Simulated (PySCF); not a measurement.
BCl₃, SMILES ClB(Cl)Cl (connectivity only; charge and spin as stated), charge -1, multiplicity 2.

Geometry optimised at PBE-D3(BJ)/def2-SVPD. The spin state was assumed, not searched. The isomer is the one that the SMILES or the coordinates give; other isomers of the formula were not compared.

Level of theory: PBE-D3(BJ)/def2-SVPD run with PySCF.

Frequencies are harmonic and unscaled.

Modes within 1.5 cm⁻¹ of each other (mostly degenerate sets) share a row, with their intensities summed.

**Question.** Estimate the vibrational spectrum. (The exact figures need the calculation; the answer reports its results.)

**Answer.** 
```json
[
 {"mode": "1–2", "ν (cm⁻¹)": "207", "IR (km/mol)": "1.6", "moving atoms (share of kinetic energy)": "Cl 96 %"},
 {"mode": "3", "ν (cm⁻¹)": "306", "IR (km/mol)": "0.8", "moving atoms (share of kinetic energy)": "Cl 83 %, B 17 %"},
 {"mode": "4", "ν (cm⁻¹)": "485", "IR (km/mol)": "1.6", "moving atoms (share of kinetic energy)": "B 74 %, Cl 26 %"},
 {"mode": "5–6", "ν (cm⁻¹)": "667", "IR (km/mol)": "452.3", "moving atoms (share of kinetic energy)": "B 85 %, Cl 15 %"}
]
```
